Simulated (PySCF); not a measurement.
Beryllium: a sound run and one with changed settings

Sound run: Be [He] 2s2, Be⁺ [He] 2s1. All numbers are calculated (PySCF 2.14, no relativity, point nucleus, in cc-pVTZ (4s3p2d1f, 30 functions)). In the sound run the correlated levels freeze 1s2. The sound run starts from symmetry-adapted Hartree-Fock orbitals and uses a fine grid where one is needed.

A second run was set up differently.

```
species   method  sound run (hartree)  changed run (hartree)  converged
     Be      UHF            -14.57287              -14.57287        yes
     Be    B3LYP            -14.67245              -14.67245         no
     Be     MN15            -14.66029              -14.66028         no
     Be      MP2            -14.60105              -14.60105        yes
     Be  CCSD(T)            -14.61843              -14.61843        yes
    Be⁺      UHF            -14.27724              -14.27559         no
    Be⁺    B3LYP            -14.33765              -14.33755         no
    Be⁺     MN15            -14.33166              -14.33125         no
```

**Question.** What was changed?
A. too few SCF iterations
B. angular grid far too coarse
C. a valence shell is frozen
D. all electrons correlated in a valence basis

**Answer.** A. It used initial guess atom, at most 2 SCF cycles. The SCF was stopped early; the energies are upper bounds that still move, and correlated levels were skipped or rest on poor orbitals.
